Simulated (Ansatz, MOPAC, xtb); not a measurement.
Barrier height from HO + CH3 (SMILES [CH3]) to the transition structure CH4O, without zero-point energy, on the benchmark's geometries as Psi4's copy of the set gives them.
Transition structure (charge 0, multiplicity 3):
```xyz
6

C      0.0003    -1.1423     0.0000
H     -1.0560    -1.3847     0.0000
H      0.5202    -1.4074     0.9124
H      0.5202    -1.4074    -0.9124
H      0.0116     0.1601     0.0000
O      0.0003     1.3616     0.0000
```
Reactant (charge 0, multiplicity 2):
```xyz
2

O      0.0000     0.0000     0.0000
H      0.9689     0.0000     0.0000
```
Reactant (charge 0, multiplicity 2):
```
atom   x (Å)    y (Å)    z (Å)
----  ------  -------  -------
C     0.0000   0.0000   0.0000
H     0.0000   0.0000   1.0773
H     0.0000   0.9330  -0.5387
H     0.0000  -0.9330  -0.5387
```

Open shells are unrestricted; no spin–orbit coupling.

The state that PM7 reach isn't checked; PM7 holds dispersion and hydrogen-bond terms.

The values were computed with Ansatz (Gaussian orbitals); MOPAC for PM7 (differences of heats of formation); xtb for the GFN methods. Values without a source in brackets are computed. The GFN methods have no spin term and hold the electronic entropy of 300 K.

Problem. One of these levels gives -0.125 eV for the barrier height. Name it.
A. r2SCAN/def2-TZVPPD
B. PM7
C. GFN2-xTB
D. GFN1-xTB

Solution. D, GFN1-xTB. The others give 0.787 (PM7), -0.188 (GFN2-xTB), 0.156 (r2SCAN/def2-TZVPPD)

Ansatz is a program for electronic structure.
